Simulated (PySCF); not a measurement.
**Working out the electron affinity of S**

S⁻ [Ne] 3s2 3p5 (2P) → S [Ne] 3s2 3p4 (3P). All numbers are calculated (PySCF 2.14, the spin-free X2C one-electron Hamiltonian (Gaussian nucleus), in dyall-av3z (19s12p3d2f, 84 functions)). Frozen: [Ne]; the 26 highest virtual orbitals dropped. Energies in hartree (1 hartree = 27.21139 eV):

| part | S⁻ (lower) | S (upper) |
| --- | --- | --- |
| UHF | -398.629545 | -398.597563 |
| MP2 opposite-spin | -0.121889 | -0.092342 |
| MP2 same-spin | -0.036740 | -0.027714 |

Q: What does Hartree-Fock give?

A: (-398.597563) − (-398.629545) = 0.031982 hartree = 0.870 eV.

Q: What do MP2 and SCS-MP2 (6/5 opposite-spin, 1/3 same-spin) give?

A: The opposite-spin parts differ by 0.804 eV and the same-spin parts by 0.246 eV. MP2: 0.870 + (0.804) + (0.246) = 1.920 eV. SCS-MP2: 0.870 + 1.2 × (0.804) + (0.246)/3 = 1.917 eV.

A first-order spin-orbit estimate adds -0.003 eV to MP2 (valence), giving 1.917 eV against 2.077 eV (measured; photodetachment measurements, as compiled on the Wikipedia data page of electron affinities).

What remains against the reference includes basis incompleteness, the frozen core and correlation beyond second order.
